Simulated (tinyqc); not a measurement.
Inside a calculation. Method: MP2 on RHF in the sto-3g basis, frozen core, for H2O, spin multiplicity 1. Computed by tinyqc, a small Python program that keeps every step (integrals from PySCF). Settings: charge = 0, multiplicity = 1, basis = sto-3g, method = RHF, frozen orbitals = 1, energy threshold = 1e-10, iteration cap = 85, orthogonalisation = canonical, start = Wolfsberg-Helmholz matrix, DIIS depth = 6. Command: `OMP_NUM_THREADS=1 python tinyqc.py 25123 25124 out.jsonl` (the two numbers bound the seeds that draw the settings). One thread of a shared host (Intel(R) Xeon(R) Processor @ 2.60GHz), about 0.2 s of CPU time with the checks. The early iterations of the SCF are left out here.

## One-electron integrals

Geometry (angstrom):
```
atom        x         y        z
O     0.00000   0.00000  0.00000
H     0.00000   0.80600  0.59400
H     0.00000  -0.80600  0.59400
```

Basis sto-3g: exponents (1/bohr^2) and contraction coefficients of normalised primitives:
```
element  l (shell)   exponent  coefficient
O            s (1)  130.70932      0.15433
O            s (1)   23.80886      0.53533
O            s (1)    6.44361      0.44463
O            s (2)    5.03315     -0.09997
O            s (2)    1.16960      0.39951
O            s (2)    0.38039      0.70012
O            p (3)    5.03315      0.15592
O            p (3)    1.16960      0.60768
O            p (3)    0.38039      0.39196
H            s (1)    3.42525      0.15433
H            s (1)    0.62391      0.53533
H            s (1)    0.16886      0.44463
```

Overlap, kinetic and nuclear-attraction integrals over the contracted functions; the nuclear repulsion is the sum of Za Zb / Rab.

nuclear repulsion = 8.7846634 hartree

overlap S:
```
          1O 1s    1O 2s   1O 2px    1O 2py   1O 2pz    2H 1s     3H 1s
1O 1s   1.00000  0.23670  0.00000   0.00000  0.00000  0.04861   0.04861
1O 2s   0.23670  1.00000  0.00000   0.00000  0.00000  0.44636   0.44636
1O 2px  0.00000  0.00000  1.00000   0.00000  0.00000  0.00000   0.00000
1O 2py  0.00000  0.00000  0.00000   1.00000  0.00000  0.30409  -0.30409
1O 2pz  0.00000  0.00000  0.00000   0.00000  1.00000  0.22411   0.22411
2H 1s   0.04861  0.44636  0.00000   0.30409  0.22411  1.00000   0.21819
3H 1s   0.04861  0.44636  0.00000  -0.30409  0.22411  0.21819   1.00000
```

kinetic energy T (hartree):
```
           1O 1s     1O 2s   1O 2px    1O 2py   1O 2pz     2H 1s     3H 1s
1O 1s   29.00320  -0.16801  0.00000   0.00000  0.00000  -0.00518  -0.00518
1O 2s   -0.16801   0.80813  0.00000   0.00000  0.00000   0.10849   0.10849
1O 2px   0.00000   0.00000  2.52873   0.00000  0.00000   0.00000   0.00000
1O 2py   0.00000   0.00000  0.00000   2.52873  0.00000   0.20246  -0.20246
1O 2pz   0.00000   0.00000  0.00000   0.00000  2.52873   0.14921   0.14921
2H 1s   -0.00518   0.10849  0.00000   0.20246  0.14921   0.76003   0.00173
3H 1s   -0.00518   0.10849  0.00000  -0.20246  0.14921   0.00173   0.76003
```

nuclear attraction V (hartree):
```
            1O 1s      1O 2s    1O 2px     1O 2py     1O 2pz     2H 1s     3H 1s
1O 1s   -61.67550   -7.43329   0.00000    0.00000   -0.01683  -1.56826  -1.56826
1O 2s    -7.43329  -10.09840   0.00000    0.00000   -0.20096  -3.57203  -3.57203
1O 2px    0.00000    0.00000  -9.94988    0.00000    0.00000   0.00000   0.00000
1O 2py    0.00000    0.00000   0.00000  -10.09611    0.00000  -2.15879   2.15879
1O 2pz   -0.01683   -0.20096   0.00000    0.00000  -10.02930  -1.65142  -1.65142
2H 1s    -1.56826   -3.57203   0.00000   -2.15879   -1.65142  -5.65296  -1.36834
3H 1s    -1.56826   -3.57203   0.00000    2.15879   -1.65142  -1.36834  -5.65296
```

core Hamiltonian H = T + V (hartree):
```
            1O 1s     1O 2s    1O 2px    1O 2py    1O 2pz     2H 1s     3H 1s
1O 1s   -32.67230  -7.60130   0.00000   0.00000  -0.01683  -1.57344  -1.57344
1O 2s    -7.60130  -9.29027   0.00000   0.00000  -0.20096  -3.46354  -3.46354
1O 2px    0.00000   0.00000  -7.42115   0.00000   0.00000   0.00000   0.00000
1O 2py    0.00000   0.00000   0.00000  -7.56738   0.00000  -1.95632   1.95632
1O 2pz   -0.01683  -0.20096   0.00000   0.00000  -7.50057  -1.50221  -1.50221
2H 1s    -1.57344  -3.46354   0.00000  -1.95632  -1.50221  -4.89293  -1.36662
3H 1s    -1.57344  -3.46354   0.00000   1.95632  -1.50221  -1.36662  -4.89293
```

## Two-electron integrals

Functions are numbered as in S; the eight-fold symmetry (ij|kl) = (ji|kl) = (kl|ij) leaves the list below.

Two-electron integrals (ij|kl) in chemists' order, unique and non-zero (hartree):
```
(11|11) 4.78507    (21|11) 0.74138    (21|21) 0.13687    (22|11) 1.11895
(22|21) 0.25663    (22|22) 0.81721    (31|31) 0.02448    (32|31) 0.03781
(32|32) 0.18052    (33|11) 1.11581    (33|21) 0.25668    (33|22) 0.81702
(33|33) 0.88016    (41|41) 0.02448    (42|41) 0.03781    (42|42) 0.18052
(43|43) 0.04744    (44|11) 1.11581    (44|21) 0.25668    (44|22) 0.81702
(44|33) 0.78527    (44|44) 0.88016    (51|51) 0.02448    (52|51) 0.03781
(52|52) 0.18052    (53|53) 0.04744    (54|54) 0.04744    (55|11) 1.11581
(55|21) 0.25668    (55|22) 0.81702    (55|33) 0.78527    (55|44) 0.78527
(55|55) 0.88016    (61|11) 0.15451    (61|21) 0.02828    (61|22) 0.05268
(61|33) 0.05258    (61|41) 0.00105    (61|42) 0.00197    (61|44) 0.05278
(61|51) 0.00077    (61|52) 0.00145    (61|54) 0.00015    (61|55) 0.05269
(61|61) 0.00592    (62|11) 0.37387    (62|21) 0.08681    (62|22) 0.30584
(62|33) 0.30066    (62|41) 0.00524    (62|42) 0.03997    (62|44) 0.31054
(62|51) 0.00386    (62|52) 0.02946    (62|54) 0.00728    (62|55) 0.30603
(62|61) 0.01829    (62|62) 0.14142    (63|31) 0.00911    (63|32) 0.05293
(63|43) 0.00832    (63|53) 0.00613    (63|63) 0.02021    (64|11) 0.21605
(64|21) 0.05082    (64|22) 0.19118    (64|33) 0.18250    (64|41) 0.01180
(64|42) 0.07661    (64|44) 0.20510    (64|51) 0.00198    (64|52) 0.01745
(64|54) 0.01053    (64|55) 0.18574    (64|61) 0.01118    (64|62) 0.10738
(64|64) 0.10081    (65|11) 0.15923    (65|21) 0.03745    (65|22) 0.14090
(65|33) 0.13449    (65|41) 0.00198    (65|42) 0.01745    (65|44) 0.13889
(65|51) 0.01057    (65|52) 0.06579    (65|54) 0.01156    (65|55) 0.14914
(65|61) 0.00824    (65|62) 0.07914    (65|64) 0.05940    (65|65) 0.06399
(66|11) 0.51175    (66|21) 0.12076    (66|22) 0.48769    (66|33) 0.46794
(66|41) 0.00950    (66|42) 0.09961    (66|44) 0.50594    (66|51) 0.00700
(66|52) 0.07341    (66|54) 0.02801    (66|55) 0.48858    (66|61) 0.02567
(66|62) 0.28315    (66|64) 0.24546    (66|65) 0.18090    (66|66) 0.77461
(71|11) 0.15451    (71|21) 0.02828    (71|22) 0.05268    (71|33) 0.05258
(71|41) -0.00105   (71|42) -0.00197   (71|44) 0.05278    (71|51) 0.00077
(71|52) 0.00145    (71|54) -0.00015   (71|55) 0.05269    (71|61) 0.00582
(71|62) 0.01769    (71|64) 0.00988    (71|65) 0.00798    (71|66) 0.02454
(71|71) 0.00592    (72|11) 0.37387    (72|21) 0.08681    (72|22) 0.30584
(72|33) 0.30066    (72|41) -0.00524   (72|42) -0.03997   (72|44) 0.31054
(72|51) 0.00386    (72|52) 0.02946    (72|54) -0.00728   (72|55) 0.30603
(72|61) 0.01769    (72|62) 0.11401    (72|64) 0.05975    (72|65) 0.06199
(72|66) 0.18667    (72|71) 0.01829    (72|72) 0.14142    (73|31) 0.00911
(73|32) 0.05293    (73|43) -0.00832   (73|53) 0.00613    (73|63) 0.01573
(73|73) 0.02021    (74|11) -0.21605   (74|21) -0.05082   (74|22) -0.19118
(74|33) -0.18250   (74|41) 0.01180    (74|42) 0.07661    (74|44) -0.20510
(74|51) -0.00198   (74|52) -0.01745   (74|54) 0.01053    (74|55) -0.18574
(74|61) -0.00988   (74|62) -0.05975   (74|64) -0.01608   (74|65) -0.03177
(74|66) -0.08698   (74|71) -0.01118   (74|72) -0.10738   (74|74) 0.10081
(75|11) 0.15923    (75|21) 0.03745    (75|22) 0.14090    (75|33) 0.13449
(75|41) -0.00198   (75|42) -0.01745   (75|44) 0.13889    (75|51) 0.01057
(75|52) 0.06579    (75|54) -0.01156   (75|55) 0.14914    (75|61) 0.00798
(75|62) 0.06199    (75|64) 0.03177    (75|65) 0.04893    (75|66) 0.11107
(75|71) 0.00824    (75|72) 0.07914    (75|74) -0.05940   (75|75) 0.06399
(76|11) 0.13646    (76|21) 0.03196    (76|22) 0.12172    (76|33) 0.11898
(76|44) 0.12149    (76|51) 0.00226    (76|52) 0.02027    (76|55) 0.12457
(76|61) 0.00666    (76|62) 0.05530    (76|64) 0.03630    (76|65) 0.03479
(76|66) 0.11337    (76|71) 0.00666    (76|72) 0.05530    (76|74) -0.03630
(76|75) 0.03479    (76|76) 0.02638    (77|11) 0.51175    (77|21) 0.12076
(77|22) 0.48769    (77|33) 0.46794    (77|41) -0.00950   (77|42) -0.09961
(77|44) 0.50594    (77|51) 0.00700    (77|52) 0.07341    (77|54) -0.02801
(77|55) 0.48858    (77|61) 0.02454    (77|62) 0.18667    (77|64) 0.08698
(77|65) 0.11107    (77|66) 0.32383    (77|71) 0.02567    (77|72) 0.28315
(77|74) -0.24546   (77|75) 0.18090    (77|76) 0.11337    (77|77) 0.77461
```

## Orthogonalisation

S = U s U^T; canonical form X = U s^(-1/2), so that X^T S X = 1. Each column of U has its largest component positive (the first on a tie).

eigenvalues of S: 0.37146  0.44723  0.88797  1.00000  1.09224  1.33458  1.86651

X:
```
               1         2         3        4         5         6        7
1O 1s   -0.31805   0.00000   0.75132  0.00000  -0.61499   0.00000  0.16050
1O 2s    1.13938   0.00000  -0.28865  0.00000  -0.29414   0.00000  0.43259
1O 2px   0.00000   0.00000   0.00000  1.00000   0.00000   0.00000  0.00000
1O 2py   0.00000   0.91820   0.00000  0.00000   0.00000   0.68321  0.00000
1O 2pz   0.51192   0.00000   0.65210  0.00000   0.64468   0.00000  0.19518
2H 1s   -0.71787  -0.83453  -0.16299  0.00000   0.13267   0.37585  0.37734
3H 1s   -0.71787   0.83453  -0.16299  0.00000   0.13267  -0.37585  0.37734
```

## Iteration 8 (converged): orbitals

converged F (hartree):
```
            1O 1s     1O 2s    1O 2px    1O 2py    1O 2pz     2H 1s     3H 1s
1O 1s   -20.23479  -5.16228   0.00000   0.00000  -0.02803  -1.07729  -1.07729
1O 2s    -5.16228  -2.43017   0.00000   0.00000  -0.10558  -0.94902  -0.94902
1O 2px    0.00000   0.00000  -0.38672   0.00000   0.00000   0.00000   0.00000
1O 2py    0.00000   0.00000   0.00000  -0.29007   0.00000  -0.39036   0.39036
1O 2pz   -0.02803  -0.10558   0.00000   0.00000  -0.32302  -0.34395  -0.34395
2H 1s    -1.07729  -0.94902   0.00000  -0.39036  -0.34395  -0.52006  -0.33189
3H 1s    -1.07729  -0.94902   0.00000   0.39036  -0.34395  -0.33189  -0.52006
```

Diagonalise F' = X^T F X, C = X C', fill 5 alpha and 5 beta electrons from the bottom; D = 2 C_occ C_occ^T. Each column has its largest component positive (the first on a tie).

F' = X^T F X (hartree):
```
          1        2         3         4         5         6         7
1   0.08963  0.00000   1.75540   0.00000  -1.27688   0.00000   0.22694
2   0.00000  0.68981   0.00000   0.00000   0.00000   0.11178   0.00000
3   1.75540  0.00000  -9.06057   0.00000   8.87001   0.00000  -3.90381
4   0.00000  0.00000   0.00000  -0.38672   0.00000   0.00000   0.00000
5  -1.27688  0.00000   8.87001   0.00000  -9.45090   0.00000   4.14549
6   0.00000  0.11178   0.00000   0.00000   0.00000  -0.58951   0.00000
7   0.22694  0.00000  -3.90381   0.00000   4.14549   0.00000  -2.94937
```

orbital energies (hartree): MO1 -20.24345, MO2 -1.24415, MO3 -0.59920, MO4 -0.44117, MO5 -0.38672, MO6 0.55757, MO7 0.69951

coefficients C:
```
             MO1       MO2       MO3       MO4      MO5       MO6       MO7
1O 1s    0.99423  -0.23476   0.00000   0.09908  0.00000  -0.12725   0.00000
1O 2s    0.02572   0.85020   0.00000  -0.51398  0.00000   0.81699   0.00000
1O 2px   0.00000   0.00000   0.00000   0.00000  1.00000   0.00000   0.00000
1O 2py   0.00000   0.00000   0.60132   0.00000  0.00000   0.00000   0.97379
1O 2pz   0.00386   0.11232   0.00000   0.77567  0.00000   0.72575   0.00000
2H 1s   -0.00552   0.15567   0.44655   0.29201  0.00000  -0.76964  -0.79894
3H 1s   -0.00552   0.15567  -0.44655   0.29201  0.00000  -0.76964   0.79894
```

D after iteration 8:
```
           1O 1s     1O 2s   1O 2px    1O 2py    1O 2pz     2H 1s     3H 1s
1O 1s    2.10683  -0.44991  0.00000   0.00000   0.10865  -0.02620  -0.02620
1O 2s   -0.44991   1.97535  0.00000   0.00000  -0.60616  -0.03575  -0.03575
1O 2px   0.00000   0.00000  2.00000   0.00000   0.00000   0.00000   0.00000
1O 2py   0.00000   0.00000  0.00000   0.72318   0.00000   0.53704  -0.53704
1O 2pz   0.10865  -0.60616  0.00000   0.00000   1.22860   0.48794   0.48794
2H 1s   -0.02620  -0.03575  0.00000   0.53704   0.48794   0.61788  -0.17974
3H 1s   -0.02620  -0.03575  0.00000  -0.53704   0.48794  -0.17974   0.61788
```

## Convergence

Stop when the energy changes by less than 1e-10 hartree and every element of the error matrix X^T (F D S - S D F) X is below 3e-06.

Course of the cycle:
```
iteration  E (hartree)     change  largest element of the error matrix
1          -74.6337253          -                             6.55e-01
2          -74.9431204  -3.09e-01                             1.58e-01
3          -74.9615875  -1.85e-02                             3.77e-02
4          -74.9630725  -1.49e-03                             6.81e-03
5          -74.9631480  -7.55e-05                             1.11e-03
6          -74.9631505  -2.44e-06                             2.08e-05
7          -74.9631505  -2.14e-10                             3.12e-07
8          -74.9631505  -1.14e-13                             7.49e-10
```

PySCF RHF in the same basis = -74.9631505 hartree

Converged in 8 iterations.

## Integrals over molecular orbitals

(pq|rs) = sum C_ip C_jq C_kr C_ls (ij|kl), one index at a time.

one-electron integrals over orbitals h = C^T H C (hartree):
```
           1         2         3         4         5         6         7
1  -32.65495   0.56155   0.00000  -0.22382   0.00000   0.29312   0.00000
2    0.56155  -7.62590   0.00000   0.46186   0.00000  -1.33388   0.00000
3    0.00000   0.00000  -6.24383   0.00000   0.00000   0.00000  -1.73674
4   -0.22382   0.46186   0.00000  -6.88729   0.00000  -1.13914   0.00000
5    0.00000   0.00000   0.00000   0.00000  -7.42115   0.00000   0.00000
6    0.29312  -1.33388   0.00000  -1.13914   0.00000  -5.29977   0.00000
7    0.00000   0.00000  -1.73674   0.00000   0.00000   0.00000  -5.58956
```

Two-electron integrals over orbitals (pq|rs), unique and non-zero (hartree); the lowest 1 orbital is frozen and left out:
```
(22|22) 0.72415    (32|32) 0.14075    (33|22) 0.63417    (33|33) 0.61948
(42|22) -0.00486   (42|33) 0.00622    (42|42) 0.12692    (43|32) 0.02338
(43|43) 0.04892    (44|22) 0.67426    (44|33) 0.58838    (44|42) -0.10327
(44|44) 0.76355    (52|52) 0.14620    (53|53) 0.02787    (54|52) -0.04558
(54|54) 0.05358    (55|22) 0.74886    (55|33) 0.61913    (55|42) -0.07171
(55|44) 0.72065    (55|55) 0.88016    (62|22) 0.13934    (62|33) 0.07140
(62|42) 0.02403    (62|44) 0.08275    (62|55) 0.15427    (62|62) 0.09932
(63|32) -0.04169   (63|43) -0.03190   (63|63) 0.07437    (64|22) 0.10376
(64|33) 0.04399    (64|42) -0.03366   (64|44) 0.12448    (64|55) 0.12449
(64|62) 0.06215    (64|64) 0.07483    (65|52) 0.05748    (65|54) 0.00032
(65|65) 0.03734    (66|22) 0.60446    (66|33) 0.56335    (66|42) 0.05651
(66|44) 0.54569    (66|55) 0.58286    (66|62) 0.09369    (66|64) 0.04623
(66|66) 0.59030    (72|32) 0.04524    (72|43) -0.03237   (72|63) 0.03369
(72|72) 0.06401    (73|22) 0.14735    (73|33) 0.08989    (73|42) -0.07533
(73|44) 0.15737    (73|55) 0.19420    (73|62) 0.07515    (73|64) 0.08354
(73|66) 0.03948    (73|73) 0.15364    (74|32) -0.07521   (74|43) -0.00188
(74|63) 0.04790    (74|72) -0.01726   (74|74) 0.06851    (75|53) 0.02383
(75|75) 0.02483    (76|32) 0.09643    (76|43) 0.05219    (76|63) -0.06748
(76|72) -0.00725   (76|74) -0.05835   (76|76) 0.11602    (77|22) 0.62012
(77|33) 0.60191    (77|42) -0.01662   (77|44) 0.60187    (77|55) 0.62221
(77|62) 0.06732    (77|64) 0.04496    (77|66) 0.56034    (77|73) 0.09670
(77|77) 0.61401
```

## Second-order Moller-Plesset energy

Hartree-Fock energy = -74.9631505 hartree

E2 = sum_ijab (ia|jb) [2 (ia|jb) - (ib|ja)] / (e_i + e_j - e_a - e_b) over occupied i, j and virtual a, b; the opposite-spin part is (ia|jb)^2 / denominator, the rest is same-spin, and SCS-MP2 scales them by 6/5 and 1/3.

Terms:
```
i  j  a  b   (ia|jb)   (ib|ja)  denominator      term
3  3  7  7   0.15364   0.15364     -2.59742  -0.00909
3  4  7  6   0.08354   0.04790     -2.29744  -0.00433
4  3  6  7   0.08354   0.04790     -2.29744  -0.00433
3  2  7  6   0.07515   0.03369     -3.10043  -0.00283
2  3  6  7   0.07515   0.03369     -3.10043  -0.00283
4  4  6  6   0.07483   0.07483     -1.99746  -0.00280
2  2  6  6   0.09932   0.09932     -3.60343  -0.00274
3  3  6  6   0.07437   0.07437     -2.31354  -0.00239
4  4  7  7   0.06851   0.06851     -2.28135  -0.00206
4  2  6  6   0.06215   0.06215     -2.80045  -0.00138
2  4  6  6   0.06215   0.06215     -2.80045  -0.00138
2  2  7  7   0.06401   0.06401     -3.88732  -0.00105
5  5  6  6   0.03734   0.03734     -1.88858  -0.00074
5  5  7  7   0.02483   0.02483     -2.17246  -0.00028
4  3  7  6   0.04790   0.08354     -2.29744  -0.00026
3  4  6  7   0.04790   0.08354     -2.29744  -0.00026
2  4  7  7  -0.01726  -0.01726     -3.08433  -0.00010
4  2  7  7  -0.01726  -0.01726     -3.08433  -0.00010
3  2  6  7   0.03369   0.07515     -3.10043   0.00008
2  3  7  6   0.03369   0.07515     -3.10043   0.00008
```

Pair energies (hartree; pair i-j sums ij and ji):
```
pair  opposite spin  same spin
2-2        -0.00379    0.00000
3-2        -0.00438   -0.00111
3-3        -0.01148    0.00000
4-2        -0.00295    0.00000
4-3        -0.00807   -0.00111
4-4        -0.00486    0.00000
5-5        -0.00102    0.00000
```

MP2 correlation energy = -0.0387672 hartree

SCS-MP2 correlation energy = -0.0446014 hartree

MP2 total energy = -75.0019177 hartree
